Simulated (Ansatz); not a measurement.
## HAlGa, quartet: the ladder up to full CI

Geometry: a point of a stretch scan, not a stationary point.

```xyz
3

Al    0.0000    0.0000    1.5974
Ga    0.0000    0.0000   -4.7766
H     0.0000    0.0000    3.1793
```

Basis 6-31G (Cartesian d functions); Ansatz 0.2.0. Correlated methods freeze the noble-gas cores and the filled d shells of p-block atoms, which leaves 7 electrons in 25 orbitals. Prefix R: restricted or restricted open-shell reference; prefix U: unrestricted. Active spaces: pair = (5e, 5o) about the gap; valence = (7e, 9o) chosen from the atoms' valence shells. No spin–orbit coupling is included, and no scalar relativity.

Full CI is exact within this basis and frozen core; it isn't the basis-set limit. The frozen core follows each run's orbitals, which can shift R against U totals by a few meV for light atoms and by up to 0.1 eV past Ca.

For open shells CISD is restricted-active-space CI with the open shells as a complete middle space.

The UHF ⟨S²⟩ is 3.754, the T1 diagnostic (RCCSD) is 0.0204 and the largest doubles amplitude (RCCSD) is 0.091.

| level | E − E(RHF) (eV) |
| --- | --- |
| RMP2 | -0.9821 |
| RCCSD | -1.5667 |
| RCCSD(T) | -1.5781 |

(1) Estimate how far full CI in 6-31G lies from RCCSD(T). The table doesn't fix it; the size of (T) and the diagnostics are the guide.

(1) Full CI in 6-31G lies 0.23 mEh below RCCSD(T), which is 55 % of the (T) step (-0.42 mEh). The diagnostics give no warning, yet the rest is a sizeable part of (T).

The other levels:

```
                   level  E − E(full CI) (mEh)  share of correlation (%)  wall time
                    CISD                  2.72                     95.33      4.6 s
                 BCCD(T)                  0.21                     99.63       11 s
                  RCCSDT                  0.00                     99.99          –
               RCCSDT(Q)                  0.00                    100.00       13 s
     CASSCF (pair space)                 40.56                     30.35          –
     NEVPT2 (pair space)                 16.18                     72.22      9.5 s
     MRCISD (pair space)                  1.36                     97.66          –
   MRCISD+Q (pair space)                 -0.79                    101.35       10 s
  CASSCF (valence space)                 14.27                     75.49          –
  NEVPT2 (valence space)                  5.14                     91.17      6.5 s
  MRCISD (valence space)                  0.26                     99.56          –
MRCISD+Q (valence space)                  0.05                     99.91        8 s
```

The correlation energy at full CI, counted from RHF, is -1.584 eV. That run took 2 min on 1 thread of Arm Neoverse V2, shared host over 3,984,750 determinants.

Run but not shown, since their state or frozen core can't be matched to the reference's or they repeat it: UHF, UMP2, UCCSD, UCCSD(T), UCCSDT, UCCSDT(Q).

Times hold each run's SCF and search for its determinant on a shared host, so for small cases they say little of a method's own cost; they ran on 1 thread of Arm Neoverse V2.

Not variational, and here over 5 meV under the exact energy: MRCISD+Q (pair space).

The full-CI state has the irrep B1 of C2v, in the program's axes (one component, if the state is degenerate).

Natural occupations of full CI about the gap: 1.953 1.919 0.998 0.997 0.996 0.035 0.035 0.029 0.014 0.006; effectively unpaired electrons, Σ n²(2−n)², 3.05.
